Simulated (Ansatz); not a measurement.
**AlCl⁻, doublet: from triple and quadruple zeta to the limit**

```
atom   x (Å)   y (Å)   z (Å)
  Al  0.0000  0.0000  0.0000
  Cl  0.0000  0.0000  2.3039
```

Ansatz 0.2.0, UHF determinant, valence electrons correlated. Energies in eV.

```json
{"set": "def2-TZVPPD", "X": "3", "functions": "99", "Hartree–Fock": "-19088.4692", "MP2 correlation": "-6.8129", "CCSD(T) correlation": "-7.9279", "time": "20 s on 1 thread of Arm Neoverse V1, with other jobs on the host"}
{"set": "def2-QZVPPD", "X": "4", "functions": "155", "Hartree–Fock": "-19089.0459", "MP2 correlation": "-7.4694", "CCSD(T) correlation": "-8.5697", "time": "2.1 min on 1 thread of Arm Neoverse V1 (shared host)"}
```

Hartree–Fock is taken to follow E(X) = E∞ + A·exp(−7.88·√X), correlation E(X) = E∞ + B·X^−2.97.

**Question.** Work out the CCSD(T) energy at the limit, and how far the shortcut misses it that extrapolates MP2 and adds CCSD(T) minus MP2 from the smaller set.

**Answer.** Hartree–Fock: E∞ = E4 + 0.1377·(E4 − E3) = -19089.1253. Correlation: E∞ = E4 + 0.7407·(E4 − E3) = -9.0450 for CCSD(T) and -7.9556 for MP2. The limit is -19098.1704 eV, 0.555 eV below def2-QZVPPD. The shortcut gives a correlation energy of -7.9556 + (-1.1150) = -9.0706, 26 meV lower than the direct value.

Past Ne part of the Hartree–Fock step between the two sets comes from the cores, which don't follow the formula, so the 79 meV that it adds to the total can overshoot; that part largely cancels in differences.
